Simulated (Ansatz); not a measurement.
# How far each method lies from full CI for AlMgH2 (H-bridged), quartet

Geometry: a PBE0/def2-TZVP stationary point for this spin, not checked as a minimum. The doublet lies 0.7 eV lower here.

```xyz
4

Al    0.0000    0.0562    1.2209
Mg    0.0000   -0.0014   -1.4713
H     0.0000   -0.3272    2.7591
H     0.0000   -1.1428    0.0371
```

Basis 6-31G; Ansatz 0.2.0. Correlated methods freeze the noble-gas cores, which leaves 7 electrons in 20 orbitals. R marks a restricted (for open shells ROHF) determinant, U an unrestricted one. Active spaces: valence = (7e, 10o) chosen from the atoms' valence shells. The metal's outer-core shells are frozen, which leaves out core–valence correlation.

Full CI is exact within this basis and frozen core; it isn't the basis-set limit. The frozen core follows each run's orbitals, which can shift R against U totals by a few meV.

For open shells CISD and CISDTQ are restricted-active-space CI with the open shells as a complete middle space.

The UHF ⟨S²⟩ is 3.754. The T1 diagnostic (RCCSD) is 0.0243 and the largest doubles amplitude (RCCSD) is 0.048. The T1 diagnostic (UCCSD) is 0.0232.

```tsv
level	E − E(full CI) (kJ/mol)	share of correlation (%)	wall time
RHF	156.5	0.00	–
UHF	154.4	1.35	–
RMP2	52.9	66.19	–
UMP2	52.6	66.42	–
CISD	8.5	94.59	0.39 s
RCCSD	5.1	96.75	–
UCCSD	5.0	96.79	–
RCCSD(T)	1.8	98.86	0.54 s
UCCSD(T)	1.7	98.88	0.63 s
BCCD(T)	1.9	98.82	0.45 s
RCCSDT	0.1	99.92	–
UCCSDT	0.1	99.97	–
CISDTQ	0.1	99.92	6.5 s
RCCSDT(Q)	0.0	99.99	1.6 s
UCCSDT(Q)	-0.1	100.04	1.6 s
RCCSDTQ	0.0	100.01	11 s
UCCSDTQ	-0.1	100.05	12 s
CASSCF (valence space)	34.2	78.14	–
NEVPT2 (valence space)	11.5	92.66	1.4 s
MRCISD (valence space)	1.4	99.09	–
MRCISD+Q (valence space)	1.0	99.38	2.9 s
```

The correlation energy at full CI, counted from RHF, is -1.622 eV. That run took 9 s on 1 thread of AMD EPYC 9R45, shared host over 1,473,376 determinants.

Times hold each run's SCF and search for its determinant on a shared host, so for small cases they say little of a method's own cost; they ran on 1 thread of AMD EPYC 9R45.

The full-CI state has the irrep A'' of Cs, in the program's axes.

Natural occupations of full CI about the gap: 1.962 1.952 0.994 0.987 0.982 0.037 0.023 0.021 0.014 0.010; effectively unpaired electrons, Σ n²(2−n)², 3.02.
